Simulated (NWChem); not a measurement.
A series in which one site is exchanged, each optimised at PBE0/def2-SVP with NWChem, gas phase unless a solvent is named. Some are not confirmed as minima by frequencies. def2 effective core potentials on Bi; no spin-orbit coupling.

A: [BiH3] (BiH$_{3}$; site = Bi)
B: [GaH3] (GaH3; site = Ga)
C: N (NH3; site = N)
D: [AsH3] (AsH$_{3}$; site = As)

Problem. Rank them by vertical ionisation energy, ΔSCF, CAM-B3LYP/def2-SVP (eV), lowest first.

Solution. A (10.10), D (10.48), C (10.75), B (11.30)
